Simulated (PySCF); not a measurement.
Gas-phase reaction: 6 CH3SiH2 ⇌ 2 c-Si3H6 + 3 C2H6

Method: PySCF energies plus ideal-gas RRHO corrections (1 bar). † marks an energy on the PBE0/def2-TZVP geometry and frequencies; other levels use their own. CCSD(T) freezes the core. 6-31G* has spherical d functions here. Open shells (unrestricted): CH3SiH2 (multiplicity 2); the rest are closed-shell singlets. B3LYP is the form with VWN-RPA correlation. CH3SiH2, c-Si3H6: computed as isolated molecules; such fragments, hydroxides, amides, oligomers or adducts are transient or little studied in the gas. CCSD(T) isn't extrapolated to the basis-set limit; its ΔH°(298 K) is -566.4 kJ in def2-SVP and -565.6 kJ in def2-TZVPP. The harmonic model lacks anharmonicity and excited electronic states, which grow with temperature; levels with a mode under 35 cm⁻¹ are left out. Internal rotation in CH3SiH2, C2H6 is treated as a harmonic vibration of one conformer, which makes the entropy rough.

ΔH° and ΔS° at 298 K: B3LYP/def2-TZVP† -526 kJ, -310 J/K; CCSD(T)/def2-SVP† -566 kJ, -310 J/K; HF/6-31G* -329 kJ, -325 J/K.

### Question
With the heat capacities included, give log10 K (1 bar) at 600, 1000, 1200, 1400, 1600 K from B3LYP/def2-TZVP†, CCSD(T)/def2-SVP†, HF/6-31G*.

### Answer
```json
[
 {"T (K)": "600", "B3LYP/def2-TZVP†": "29.5", "CCSD(T)/def2-SVP†": "33.0", "HF/6-31G*": "11.6"},
 {"T (K)": "1000", "B3LYP/def2-TZVP†": "11.1", "CCSD(T)/def2-SVP†": "13.2", "HF/6-31G*": "0.0"},
 {"T (K)": "1200", "B3LYP/def2-TZVP†": "6.5", "CCSD(T)/def2-SVP†": "8.3", "HF/6-31G*": "-2.9"},
 {"T (K)": "1400", "B3LYP/def2-TZVP†": "3.2", "CCSD(T)/def2-SVP†": "4.8", "HF/6-31G*": "-5.0"},
 {"T (K)": "1600", "B3LYP/def2-TZVP†": "0.8", "CCSD(T)/def2-SVP†": "2.1", "HF/6-31G*": "-6.5"}
]
```
